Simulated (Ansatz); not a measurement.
Input file:

```yaml
crystal:
  periodic: [false, false, false]
  atoms:
    - {symbol: Si, position_ang: [0.000000, 0.032951, 0.605869]}
    - {symbol: N, position_ang: [0.000000, -0.113788, -1.088955]}
    - {symbol: H, position_ang: [0.000000, 0.663088, -1.749585]}
basis:
  gaussian: {orbitals: 6-31G}
magnetization: {spin_polarized: false, initial_magnetization: 4}
correlation: {method: ccsdtq, electrons: outside_noble_gas}
```

```sh
$ ansatz run in.yaml --threads 2 --pin off --events-out ev --progress --plain --max-ram 24576MiB --backend cuda --devices 0, --max-vram 18GiB
```

**Question.** Roughly how long does this take on 2 threads of AMD EPYC 7R13 with a shared H100 80 GB, shared host, and how much host memory?

**Answer.** 38 s wall and 0.84 GiB.

```
518 factors; integrals over basis functions are off by at most 5.1e-8 eV
mean field evaluation 1: about -9351.8434 eV, gradient 1.0e1 eV
mean field evaluation 2: about -9351.8463 eV, gradient 1.0e1 eV
mean field evaluation 4: about -9352.6930 eV, gradient 1.3e0 eV
mean field evaluation 8: about -9352.8417 eV, gradient 1.5e-1 eV
mean field evaluation 16: about -9352.6861 eV, gradient 1.3e0 eV
mean field evaluation 32: about -9352.1207 eV, gradient 1.3e0 eV
mean field evaluation 64: about -9352.1283 eV, gradient 5.3e-5 eV
mean field evaluation 96: about -9345.3154 eV, gradient 1.9e1 eV
mean field evaluation 128: about -9348.6600 eV, gradient 2.3e1 eV
mean field evaluation 160: about -9348.7722 eV, gradient 3.0e-2 eV
mean field -9352.84407585 eV, -343.7106802021 hartree, gradient 7.7e-6 eV, S^2 6.000000; 7 other end points of the search recorded, 0 dependent functions left out
...
cycle  12  -3.21375151 eV  change    1.4e-5 eV  update   9.5e-5
cycle  13  -3.21376327 eV  change   -1.2e-5 eV  update   6.5e-5
cycle  14  -3.21380701 eV  change   -4.4e-5 eV  update   4.0e-5
cycle  15  -3.21381545 eV  change   -8.4e-6 eV  update   2.1e-5
cycle  16  -3.21380886 eV  change    6.6e-6 eV  update   1.4e-5
cycle  17  -3.21380495 eV  change    3.9e-6 eV  update   6.5e-6
cycle  18  -3.21380354 eV  change    1.4e-6 eV  update   4.1e-6
cycle  19  -3.21380390 eV  change   -3.6e-7 eV  update   1.8e-6
cycle  20  -3.21380542 eV  change   -1.5e-6 eV  update   8.8e-7
cycle  21  -3.21380563 eV  change   -2.1e-7 eV  update   4.2e-7
Total energy: -9356.05788148 eV, -343.8287853806 hartree
```

For the same geometry and basis full CI lies 0.2 meV lower.
